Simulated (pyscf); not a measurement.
Single points on ωB97X-D3(BJ)/def2-SVP structures (PySCF, gas phase).

### Question
Estimate the classical barrier height and the reaction energy of H₃Ge–SeH (SMILES [GeH3][SeH]) + HCl (SMILES Cl) → H₂Se (SMILES [SeH2]) + Cl–GeH₃ (SMILES [Cl][GeH3]) at ωB97M-D3(BJ)/def2-TZVP. The step runs on the singlet surface, breaks Ge–Se, Cl–H and forms H–Se, Cl–Ge; take the separated reactants as zero.

### Answer
ΔE‡ = 31.0 kcal/mol, ΔE = -4.6 kcal/mol. Zero-point energy shifts the barrier by +0.5 kcal/mol. It is a four-centre exchange, with an imaginary mode of 396i cm⁻¹. On the reactant side the descent ends in a complex, 4.9 kcal/mol under the separated species and 34.0 kcal/mol under the saddle at ωB97X-D3(BJ)/def2-TZVP. One saddle was located; it need not be the lowest between these sides. Elements up to Kr have no core potential and no relativistic terms here.
